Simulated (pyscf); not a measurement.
`[B][Cl]` [singlet] + `[CH4]` → `[CH3][BH][Cl]` (insertion; singlet surface; C–H broken, B–C, B–H formed). PySCF, gas phase, ωB97X-D3(BJ)/def2-SVP geometries. Correlated levels are frozen-core, on RHF or UHF. ΔMP2 is the change of the MP2 total energy from the triple- to the quadruple-zeta basis. Energies in kJ/mol from the separated reactants.

```csv
level,barrier,reaction energy
ωB97X-D3(BJ)/def2-TZVP,153.5,-284.9
B3LYP-D3(BJ)/def2-TZVP,143.2,-279.0
PBE0-D3(BJ)/def2-TZVP,…,-295.0
ωB97M-D3(BJ)/def2-TZVP,157.3,-270.4
CCSD/def2-TZVPP,178.8,-256.7
CCSD(T)/def2-TZVPP,166.4,-256.7
CCSD(T)/def2-TZVPP + ΔMP2(QZVPP),…,…
```

**Question.** Complete the blanks.

**Answer.** 
- PBE0-D3(BJ)/def2-TZVP, barrier: 127.1
- CCSD(T)/def2-TZVPP + ΔMP2(QZVPP), barrier: 162.6
- CCSD(T)/def2-TZVPP + ΔMP2(QZVPP), reaction energy: -259.7

Of the functionals in the table, ωB97M-D3(BJ) is closest to CCSD(T)/def2-TZVPP + ΔMP2(QZVPP) in the barrier (5.3 kJ/mol apart) and PBE0-D3(BJ) least close (35.5 kJ/mol); that level has limits of its own. One saddle was located; it need not be the lowest between these sides. The CCSD(T) − MP2 part came from Ansatz, without density fitting, on the same reference.
